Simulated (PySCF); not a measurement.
Species: C₂H₂N₂S.
Atom-mapped SMILES: `[cH:1]1[n:2][n:3][cH:4][s:5]1` (hydrogens: H6 on C1; H7 on C4)

Computed by this run: PySCF 2.14.0, PBE0/def2-SVPD geometry optimisation, gas phase; density fitting, grid level 1; the optimiser is geomeTRIC in internal coordinates, started from a GFN2-xTB structure.

Step 0: E = -15904.1972 eV
```
atom  x, y, z in Å  |  force x, y, z in eV/Å
C1      1.1656    0.1274    0.0119   -0.276   0.804  -0.459
N2      0.7246   -0.9077    0.6237    0.822  -0.696   0.377
N3     -0.5958   -0.9556    0.6974   -0.735  -0.756   0.455
C4     -1.1760    0.0417    0.1415    0.162   0.814  -0.476
S5     -0.0814    1.1948   -0.5607    0.036  -0.358   0.209
H6      2.2047    0.3335   -0.1441    0.692   0.121  -0.092
H7     -2.2383    0.1709    0.1028   -0.702   0.071  -0.015
```

**Question.** Estimate the geometry and energy of step 1. (The exact step hangs on the optimiser's Hessian estimate; all steps are aligned on step 0, rigid shifts and turns removed.)

**Answer.** E = -15904.2434 eV, largest force 0.109 eV/Å
```
atom  x, y, z in Å  |  force x, y, z in eV/Å
C1      1.1711    0.1352    0.0064    0.100  -0.037   0.025
N2      0.7375   -0.9166    0.6290   -0.014  -0.001  -0.004
N3     -0.6077   -0.9656    0.7036    0.008   0.005  -0.009
C4     -1.1829    0.0492    0.1369   -0.082  -0.042   0.032
S5     -0.0799    1.1818   -0.5529   -0.010   0.053  -0.034
H6      2.2305    0.3430   -0.1503   -0.063   0.006   0.000
H7     -2.2654    0.1779    0.0998    0.061   0.015  -0.010
```

The energy changes by -0.0462 eV. The first-order estimate −F·Δx gives -0.0979 eV and the mean of the old and new forces, exact on a quadratic surface, -0.0468 eV. The step makes an angle of 36° with the force vector and moves no atom by more than 0.028 Å.

What follows is the cost of the whole optimisation. The run took 20 s on one thread, Arm Neoverse N1 (aarch64), shared host, and the process peaked at 0.55 GiB of memory.
